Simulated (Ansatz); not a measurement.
**CHOSi (doublet): the correlation ladder at a displaced geometry (v2), cc-pVDZ**

How much of the correlation energy of CHOSi (doublet) does each wave-function method recover here?

The runs use Ansatz 0.2.0, Gaussian basis; cc-pVDZ, core rule «outside noble gas», up to 7 orbitals frozen.

Plan: UHF; CCSD(T) on ROHF; CCSD(T) on UHF; BCCD(T) on ROHF; CISD; CCSDT(Q) on ROHF; CCSDT(Q) on UHF; CASSCF and MRCISD+Q, 9 electrons in 9 orbitals; CASSCF and NEVPT2, 9 electrons in 9 orbitals.

17 further runs of the same task are left out: 5 that didn't finish, 12 set aside as unsound or not needed.

**1. What is computed**

The geometry is a PBE0/def2-TZVP stationary point (not a proven minimum) with its atoms shifted at random (size 0.100 Å).

4 atoms, charge 0, spin multiplicity 2.

Atoms are counted from 1 here; the program's logs count them from 0.

Bond lengths: O1–C2 1.349 Å, O1–Si3 1.847 Å, C2–Si3 1.769 Å, C2–H4 1.059 Å. Angles: C2–O1–Si3 65.0°, O1–C2–Si3 71.2°, O1–C2–H4 115.6°, Si3–C2–H4 165.9°, O1–Si3–C2 43.8°.

Coordinates:

```xyz
4
CHOSi
O     0.0782   -0.6574    0.8378
C    -0.0867    0.6803    0.7773
Si   -0.0101    0.0404   -0.8701
H     0.0730    1.2022    1.6851
```

**2. UHF**

File in.yaml:

```yaml
crystal:
  periodic: [false, false, false]
  atoms:
    - {symbol: O, position_ang: [0.078175, -0.657440, 0.837755]}
    - {symbol: C, position_ang: [-0.086699, 0.680330, 0.777301]}
    - {symbol: Si, position_ang: [-0.010078, 0.040436, -0.870130]}
    - {symbol: H, position_ang: [0.073030, 1.202171, 1.685144]}
basis:
  gaussian: {orbitals: cc-pVDZ}
magnetization: {spin_polarized: true, initial_magnetization: 1}
hamiltonian: {xc: hf}
output: {orbitals: {seedname: orbitals}}
```

Run with:

```
$ ansatz run in.yaml --threads 1 --pin off --events-out ev --progress --plain --max-ram 2393MiB
```

Further steps of the session: CCSD(T) on ROHF; CCSD(T) on UHF; BCCD(T) on ROHF; CISD; CCSDT(Q) on ROHF; CCSDT(Q) on UHF; CASSCF and MRCISD+Q, 9 electrons in 9 orbitals; CASSCF and NEVPT2, 9 electrons in 9 orbitals.

Q: Predict the results of all the runs planned. Wanted: UCCSDT(Q) below the RHF energy; RMP2 from UCCSDT(Q); UMP2 from UCCSDT(Q); RCCSD from UCCSDT(Q); RCCSD(T) from UCCSDT(Q); UCCSD(T) from UCCSDT(Q); RCCSDT(Q) from UCCSDT(Q); NEVPT2 frontier from UCCSDT(Q); MRCISD+Q frontier from UCCSDT(Q).

As calculated:

```
                         quantity          value
   UCCSDT(Q) below the RHF energy    -11.7247 eV
              RMP2 from UCCSDT(Q)  +100.8 kJ/mol
              UMP2 from UCCSDT(Q)  +110.9 kJ/mol
             RCCSD from UCCSDT(Q)   +52.1 kJ/mol
          RCCSD(T) from UCCSDT(Q)    +7.8 kJ/mol
          UCCSD(T) from UCCSDT(Q)    +8.2 kJ/mol
         RCCSDT(Q) from UCCSDT(Q)    +1.0 kJ/mol
   NEVPT2 frontier from UCCSDT(Q)  +164.4 kJ/mol
 MRCISD+Q frontier from UCCSDT(Q)   +21.8 kJ/mol
levels within 1 kcal/mol (43 meV)      RCCSDT(Q)
                    T1 diagnostic          0.029
```

RCCSD(T) misses by +7.8 kJ/mol, 0.7 % of the correlation energy. Of the multireference levels listed MRCISD+Q frontier comes nearest in total energy (+21.8 kJ/mol), which doesn't show that its space is the better one. These misses are within one basis, not against nature; the frozen cores of restricted and unrestricted runs differ, which can shift their rows.
